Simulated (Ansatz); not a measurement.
System: diamond. Method: BLYP in Ansatz (PAW).

Settings: plane-wave cutoff 520 eV, 16×16×16 k mesh, Fermi–Dirac smearing 0.01 eV, scalar-relativistic PAW data made under PBE.

Pressure at four volumes; x = ln(V/5.819 Å³). One pressure is withheld.

```csv
V (Å³/atom),x,P (GPa)
5.470,-0.0618,?
5.586,-0.0409,18.00
5.819,0.0000,0.05
6.168,0.0582,-21.20
```

Q: Pass a parabola P(x) through the three rows shown, estimate the bulk modulus and its pressure derivative near zero pressure, and predict the withheld pressure.

A: Slopes between the rows: (0.05 − (18.00))/(0.0000 − (-0.0409)) = -438.88 and (-21.20 − (0.05))/(0.0582 − (0.0000)) = -365.12 GPa. Their difference over the span 0.0991 is c = 73.76/0.0991 = 744.3 GPa, so P(x) = 18.00 + (-438.88)(x − (-0.0409)) + 744.3 (x − (-0.0409))(x − (0.0000)). At the middle row B = −dP/dx = −[-438.88 + 744.3 × 0.0409] = 408.4 GPa, and B′ = dB/dP = 2c/B = 3.6. At x = -0.0618 the parabola gives 28.13 GPa; the run gives 28.34 GPa. The Birch–Murnaghan fit to the energies at all volumes has B0 = 407 GPa and B′ = 3.8.

Measured, for comparison: bulk modulus 455 GPa (0 K value with the zero-point phonon effect removed; as tabulated in Mejia-Rodriguez and Trickey (2018), arXiv:1807.09216). Computed (rounded) less measured: bulk modulus -11 %.

Ansatz is a program for electronic structure.
